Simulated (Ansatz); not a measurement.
# Si2H4 (SMILES [SiH][SiH3]) at UCCSDT(Q)/STO-3G

What is the vertical ionisation energy of Si2H4 at UCCSDT(Q)/STO-3G? 

The results are computed with Ansatz 0.2.0.

29 further runs of the same task are left out: 29 set aside as unsound or not needed.

### 1 Starting point

Si2H4 has 6 atoms, charge 0, and is taken as a triplet. As SMILES, `[SiH][SiH3]`. The shape is that of a GFN2-xTB optimisation.

Bond lengths: Si1–Si2 2.254 Å, Si1–H3 1.473 Å, Si2–H4 1.467 Å, Si2–H5 1.474 Å, Si2–H6 1.474 Å. Angles: Si1–Si2–H4 105.5°, Si1–Si2–H5 115.5°, Si1–Si2–H6 115.4°, Si2–Si1–H3 128.8°, H4–Si2–H5 107.9°, H4–Si2–H6 107.9°, H5–Si2–H6 104.3°.

### 2 The energy at UCCSDT(Q)/STO-3G

in.yaml

```yaml
crystal:
  periodic: [false, false, false]
  atoms:
    - {symbol: Si, position_ang: [0.322720, -1.575880, 0.287350]}
    - {symbol: Si, position_ang: [-0.300130, 0.523270, -0.245660]}
    - {symbol: H, position_ang: [1.427930, -2.017820, 1.155760]}
    - {symbol: H, position_ang: [-1.456530, 0.376070, -1.136010]}
    - {symbol: H, position_ang: [0.714920, 1.325330, -0.951090]}
    - {symbol: H, position_ang: [-0.708920, 1.369020, 0.889660]}
basis:
  gaussian:
    orbitals: STO-3G
accuracy: high
scf:
  omitted_lower_state_checks: [cluster_reference, increment]
magnetization:
  spin_polarized: true
  initial_magnetization: 2
correlation:
  method: ccsdt_q
  frozen_orbitals: {H: 0, Si: 5}
```

Started as:

```console
$ ansatz run in.yaml --threads 1 --pin off --max-ram 2610MiB --events-out events.jsonl --progress --plain --runs-dir runs
```

What it wrote, shortened:

```text
Warning: RAYON_NUM_THREADS=1 ignored (pool sized by the plan → 1); use --threads N
Functional definition: HF
  name "HF"
[...]
388 factors; integrals over basis functions are off by at most 6.1e-9 eV
[...]
mean field -15603.98153381 eV, -573.4357446089 hartree, gradient 8.2e-8 eV, S^2 2.005594; 0 other end points of the search recorded, 0 dependent functions left out
10 core orbitals not correlated: weight in the atoms' cores, before any rotation towards them, 0.999 or more for the frozen orbitals, at most 0.000 for the correlated occupied ones
reference -15603.98153381 eV, -573.4357446089 hartree; 7, 5 occupied and 5, 7 virtual orbitals, 388 factors
second order -1.58651586 eV of doubles, -0.00000000 eV of singles
cycle   1  -2.09357491 eV  change   -5.1e-1 eV  update   6.2e-2
[...]
cycle  23  -2.41926091 eV  change  -7.9e-10 eV  update  4.1e-10
perturbative correction -0.00064616 eV, -0.0000237458 hartree
Total energy: -15606.40144087 eV, -573.5246745532 hartree
Checks for a lower state left out: cluster_reference, increment
```

Run time: 0.89 s. Hardware: 1 thread of AMD EPYC 9R14 (Zen 4), shared host.

### 3 The doublet cation at the same level

molecule.yaml

```yaml
crystal:
  periodic: [false, false, false]
  atoms:
    - {symbol: Si, position_ang: [0.322720, -1.575880, 0.287350]}
    - {symbol: Si, position_ang: [-0.300130, 0.523270, -0.245660]}
    - {symbol: H, position_ang: [1.427930, -2.017820, 1.155760]}
    - {symbol: H, position_ang: [-1.456530, 0.376070, -1.136010]}
    - {symbol: H, position_ang: [0.714920, 1.325330, -0.951090]}
    - {symbol: H, position_ang: [-0.708920, 1.369020, 0.889660]}
basis:
  gaussian:
    orbitals: STO-3G
correlation:
  method: ccsdt_q
  frozen_orbitals: {H: 0, Si: 5}
total_charge: 1
accuracy: high
magnetization:
  spin_polarized: true
  initial_magnetization: 1
scf:
  omitted_lower_state_checks: [cluster_reference, increment]
```

Started as:

```console
$ ansatz run molecule.yaml --threads 1 --pin off --max-ram 2610MiB --events-out events.jsonl --progress --plain --runs-dir runs
```

What it wrote, shortened:

```text
Warning: RAYON_NUM_THREADS=1 ignored (pool sized by the plan → 1); use --threads N
[... 2 set-up lines as earlier in the session ...]
[...]
387 factors; integrals over basis functions are off by at most 6.1e-9 eV
[...]
mean field -15599.72581298 eV, -573.2793497530 hartree, gradient 5.3e-8 eV, S^2 0.750841; 2 other end points of the search recorded, 0 dependent functions left out
10 core orbitals not correlated: weight in the atoms' cores, before any rotation towards them, 0.999 or more for the frozen orbitals, at most 0.000 for the correlated occupied ones
reference -15599.72581298 eV, -573.2793497530 hartree; 6, 5 occupied and 6, 7 virtual orbitals, 387 factors
second order -1.70907592 eV of doubles, -0.00000000 eV of singles
cycle   1  -2.25401219 eV  change   -5.4e-1 eV  update   6.7e-2
[...]
cycle  28  -2.61547873 eV  change   5.3e-11 eV  update  8.0e-10
perturbative correction -0.00096649 eV, -0.0000355179 hartree
Total energy: -15602.34225820 eV, -573.3755023415 hartree
Checks for a lower state left out: cluster_reference, increment
```

Wall time 0.85 s (1 thread of AMD EPYC 9R14 (Zen 4), shared host).

### 4 What came out

Level: UCCSDT(Q)/STO-3G, 10 core orbitals frozen.

| quantity | value |
| --- | --- |
| triplet Si2H4: total energy | -573.52467 Eh |
| triplet Si2H4: correlation energy (10 core orbitals frozen) | -88.9 mEh |
| triplet Si2H4: ⟨S²⟩ of the reference determinant | 2.006 |
| triplet Si2H4: T1 diagnostic | 0.005 |
| doublet cation: total energy | -573.37550 Eh |
| doublet cation: correlation energy (10 core orbitals frozen) | -96.2 mEh |
| doublet cation: ⟨S²⟩ of the reference determinant | 0.751 |
| doublet cation: T1 diagnostic | 0.010 |
| vertical ionisation energy (to the doublet cation) | 4.059 eV |

In words: The vertical ionisation energy comes to 4.06 eV (392 kJ/mol). In a minimal basis such a difference can be off by several eV, whatever the method.
